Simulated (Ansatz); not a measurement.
Crystal structures of magnesium under LDA

Theory: DFT, LDA (PW92), plane waves (420 eV) with PAW, scalar-relativistic in Ansatz 0.2.0. (PAW data from PBE, frozen cores regenerated.)

Each structure is relaxed within its own symmetry, so a high-lying one may be dynamically unstable.

| structure | ΔE (meV/atom) | V (Å³/atom) | cell | magnetic state |
| --- | --- | --- | --- | --- |
| hcp | 0 | 21.61 | a = 3.133 Å, c = 5.085 Å (c/a = 1.623) | spin not included |
| dhcp | 5 | 21.67 | a = 3.134 Å, c = 10.192 Å (c/a = 3.252) | spin not included |
| fcc | 12 | 21.78 | a = 4.433 Å | spin not included |
| bcc | 28 | 21.59 | a = 3.508 Å | spin not included |
| A15 | 47 | 22.09 | a = 5.612 Å | spin not included |
| omega (AlB2-type) | 56 | 21.93 | a = 5.005 Å, c = 3.033 Å (c/a = 0.606) | spin not included |
| simple cubic | 389 | 25.88 | a = 2.958 Å | spin not included |
| diamond | 807 | 37.48 | a = 6.693 Å | spin not included |

ΔE counts from hcp.

Differences under about 8 meV lie within the error of the k-point mesh.
